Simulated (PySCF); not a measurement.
Does the answer move with the share of exact exchange?

Compound: i-BuOMe, C5H12O.
InChI=1S/C5H12O/c1-5(2)4-6-3/h5H,4H2,1-3H3

Torsions of this conformer, `[CH3:1][O:2][CH2:3][CH:4]([CH3:5])[CH3:6]`: C1–O2–C3–C4 180°, O2–C3–C4–C5 58°.

PySCF, pcSseg-1 basis, density fitting, gas phase, PBE0-D3(BJ)/def2-SVP geometry. One functional is left out:

```csv
functional,exact exchange (%),HOMO energy (eV),LUMO energy (eV),dipole moment (D)
B97-D,0,-5.79,0.83,0.997
BLYP,0,-5.65,0.67,0.971
BP86,0,-5.84,0.74,0.993
LDA,0,-5.83,0.46,1.031
OPBE,0,-5.69,0.98,0.989
PBE,0,-5.73,0.67,0.974
B3LYP,20,-7.09,1.17,1.075
B97-2,21,-7.07,1.54,1.088
PBE0,25,-7.33,1.51,1.097
BHandHLYP,50,-8.89,2.18,1.187
```

Q: Predict the row of mPW1PW91 (25 % exact exchange) by straight lines through the other rows, and check it.

A: 
| property | line | computed | computed − line | PBE0 (25 %), for comparison |
| --- | --- | --- | --- | --- |
| HOMO energy (eV) | -7.34 | -7.37 | -0.03 | -7.33 |
| LUMO energy (eV) | 1.47 | 1.55 | +0.08 | 1.51 |
| dipole moment (D) | 1.094 | 1.114 | +0.020 | 1.097 |

Q: Which of these properties follows the share of exact exchange most closely, and which least?

A: Most closely the HOMO energy, least the LUMO energy; the correlations over the tabulated rows are HOMO energy -0.998, dipole moment 0.971, LUMO energy 0.957. The HOMO energy moves by -0.630 eV for every 10 %. Functionals with the same share still differ in their other parts: at 0 % BLYP and BP86 differ by 0.19 eV in it.
